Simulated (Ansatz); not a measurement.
Compare A (`C=C1CO1`) with its isomer B (`O=C1CC1`).

Computed with Ansatz on PBE0-D4/def2-TZVP structures; ΔE is electronic, products minus reactants. CBS: MP2 limit from def2 TZ/QZ plus the TZ coupled-cluster correction, frozen cores. Functionals use def2-TZVPP. B3LYP here is the variant with VWN-RPA as its local correlation; programs differ in this.

**Question.** Which isomer does CCSD(T)/CBS put lower? Give the gap. (Best estimate.)

**Answer.** Ansatz gave: B, by 9.7 kcal/mol.

**Question.** Give E(B) − E(A) in kcal/mol with CCSD/def2-TZVPP, PBE0-D4, B3LYP, B2PLYP, LDA (SPW92), PBE-D4, ωB97M-V. (An estimate is asked.)

**Answer.** Ansatz gave: CCSD/def2-TZVPP -10.7, PBE0-D4 -11.0, B3LYP -10.0, B2PLYP -10.4, LDA (SPW92) -10.0, PBE-D4 -10.1, ωB97M-V -10.7. None reverses the order clearly.

**Question.** Does the order hold for the free energy at 298.15 K (harmonic terms from PBE0-D4)? (Estimate.)

**Answer.** The calculation gave: Yes: G(B) − G(A) = -9.9 kcal/mol.

Largest T1 diagnostic: 0.014.

At CCSD(T), def2-SVP lies −4.0 kcal/mol from the extrapolated value and def2-TZVPP −0.5 kcal/mol. In def2-TZVPP, CCSD(T) changes the Hartree–Fock value by +2.0 kcal/mol (the triples alone add +0.5 kcal/mol) and MP2 by +1.3 kcal/mol.
